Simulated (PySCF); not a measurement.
Isomers of C3H2FN. Level of theory: PBE0-D3(BJ)/def2-SVP geometry optimisation, gas phase in PySCF. One conformer each; no zero-point energy, no entropy. No frequencies were run at this level. Point groups hold within 0.08 Å.

Problem. Rank from lowest to highest electronic energy at this level (kcal/mol).
A. `C=C(F)C#N`
B. 3-fluoropropenenitrile, `N#C/C=C/F`

Solution. B (0.0), A (4.1).

```tsv
SMILES	E (Eh)	E rel (kcal/mol)	dipole (D)	point group	A, B, C (MHz)
N#C/C=C/F	-269.56740	0.0	2.87	Cs	48532, 2332, 2225
C=C(F)C#N	-269.56093	4.1	3.19	Cs	10654, 4217, 3021
```

Problem. How do the relative energies change in single points at PBE0/pcSseg-1 (no added dispersion term) on the same geometries?

Solution. 
```csv
SMILES,PBE0-D3(BJ)/def2-SVP (kcal/mol),PBE0/pcSseg-1 (kcal/mol),shift
N#C/C=C/F,0.0,0.0,0.0
C=C(F)C#N,4.1,4.1,0.0
```

Each column counts from its own lowest isomer. The order is unchanged; the largest shift is 0.0 kcal/mol.
